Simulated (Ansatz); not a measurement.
CH3Cl, SMILES CCl.

Geometry: B3LYP-D3(BJ)/def2-TZVP.

Two levels are set side by side: PBE/def2-TZVPD (Ansatz, a first-principles code) and CAM-B3LYP/def2-TZVPD (Ansatz). Energy differences of separate SCF runs at the same geometry; the states with an electron removed or added have multiplicity 2 and 2. Differences are taken from unrounded values.

| quantity | CAM-B3LYP | PBE | PBE minus CAM-B3LYP |
|---|---|---|---|
| vertical ionisation energy (eV) | 11.34 | 11.12 | -0.22 |
| vertical singlet–triplet gap (eV) | 6.55 | 6.24 | -0.31 |
